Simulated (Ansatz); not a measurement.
C3H5ClF2 (`C[C@@H](F)[C@H](F)Cl`), 11 atoms. The species carries charge 0 and has multiplicity 1. All runs use 4 threads of an Intel Xeon Platinum 8488C on a shared host. Correlated methods freeze the cores.

(1) Give the basis size and wall time and peak host memory of each of these runs in Ansatz. RKS PBE0-D4/def2-TZVP frequencies; RKS ωB97M-V/def2-QZVPP energy; RKS PBE0-D4/def2-TZVP relaxation (6 steps); RKS BLYP-D4/def2-TZVPP energy; RKS PBE0-D4/def2-QZVPP energy; RKS CAM-B3LYP-D4/def2-TZVPP energy; direct RPA on PBE orbitals/def2-TZVPP energy; RKS ωB97M-V/def2-SVP energy; RKS SPW92 (LDA)/def2-TZVPP energy; RHF-CCSD(T)/def2-TZVPP energy; RHF-CCSD(T)/def2-SVP energy; RHF-MP2/def2-QZVPP energy. (Estimate.)

Results:

(1) The calculation gave: Other jobs shared the machine, so times are rough.

| level | job | functions | wall time | peak host memory (GiB) |
| --- | --- | --- | --- | --- |
| RKS SPW92 (LDA)/def2-TZVPP | energy | 267 | 1.1 s | 0.38 |
| RKS BLYP-D4/def2-TZVPP | energy | 267 | 1.7 s | 0.38 |
| RKS CAM-B3LYP-D4/def2-TZVPP | energy | 267 | 2.9 s | 0.83 |
| RKS ωB97M-V/def2-SVP | energy | 113 | 3.2 s | 0.58 |
| direct RPA on PBE orbitals/def2-TZVPP | energy | 267 | 4.7 s | 0.73 |
| RHF-CCSD(T)/def2-SVP | energy | 113 | 6 s | 0.66 |
| RKS PBE0-D4/def2-QZVPP | energy | 505 | 7.5 s | 2 |
| RKS ωB97M-V/def2-QZVPP | energy | 505 | 14 s | 2.4 |
| RKS PBE0-D4/def2-TZVP | relaxation (6 steps) | 222 | 19 s | 0.65 |
| RHF-MP2/def2-QZVPP | energy | 505 | 21 s | 3.6 |
| RKS PBE0-D4/def2-TZVP | frequencies | 222 | 2.7 min | 0.66 |
| RHF-CCSD(T)/def2-TZVPP | energy | 267 | 2.9 min | 7.3 |
